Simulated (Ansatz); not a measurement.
H2Si–N, quartet in cc-pVTZ: errors against UCCSDT(Q)

Geometry: that of the H2Si–N, doublet, kept fixed. The doublet lies 2.9 eV lower here.

```xyz
4

Si    0.0000    0.0000    0.4837
N     0.0000    0.0000   -1.1538
H     0.0000    1.2516    1.2775
H     0.0000   -1.2516    1.2775
```

Basis cc-pVTZ; Ansatz 0.2.0. Only valence electrons are correlated (noble-gas cores frozen), which leaves 11 electrons in 86 orbitals. Prefix R: restricted or restricted open-shell reference; prefix U: unrestricted. Active spaces: valence = (11e, 10o) chosen from the atoms' valence shells.

Full CI isn't at hand for all of this; UCCSDT(Q) serves as the reference, and is uncertain by about the last step of the cluster series. The frozen core follows each run's orbitals, which can shift R against U totals by a few meV.

* UHF ⟨S²⟩: 3.778
* T1 diagnostic (RCCSD): 0.0222
* largest doubles amplitude (RCCSD): 0.040
* T1 diagnostic (UCCSD): 0.0182

| level | E − E(RHF) (eV) |
| --- | --- |
| UHF | -0.2741 |
| RMP2 | -6.5528 |
| UMP2 | -6.5166 |
| RCCSD | -7.5171 |
| UCCSD | -7.5246 |
| RCCSD(T) | -7.7557 |
| UCCSD(T) | -7.7569 |

Problem. Estimate how far UCCSDT(Q) in cc-pVTZ lies from RCCSD(T). The table doesn't fix it; the size of (T) and the diagnostics are the guide.

Solution. UCCSDT(Q) in cc-pVTZ lies 1.80 mEh below RCCSD(T), which is 20 % of the (T) step (-8.77 mEh). The diagnostics are small and the rest is a small part of (T), but (T) is large here. The miss exceeds 1 kcal/mol.

The other levels:

```tsv
level	E − E(UCCSDT(Q)) (mEh)	share of correlation (%)	wall time
BCCD(T)	1.79	99.38	5 s (H100)
RCCSDT	0.44	99.84	–
UCCSDT	0.34	99.88	–
RCCSDT(Q)	0.12	99.96	21 s (H100)
CASSCF (valence space)	232.32	19.00	–
NEVPT2 (valence space)	49.19	82.85	5.5 s (H100)
MRCISD (valence space)	20.16	92.97	–
MRCISD+Q (valence space)	3.42	98.81	12 s (H100)
```

The correlation energy at UCCSDT(Q), counted from RHF, is -7.805 eV. That run took 15 s on 2 threads of AMD EPYC 7R13 with a shared H100 80 GB, shared host.

Times hold each run's SCF and search for its determinant on a shared host, so for small cases they say little of a method's own cost.

Natural occupations of CASSCF (valence space) about the gap: 1.983 1.973 1.971 1.003 1.001 0.998 0.042 0.020 0.014; effectively unpaired electrons, Σ n²(2−n)², 3.02.
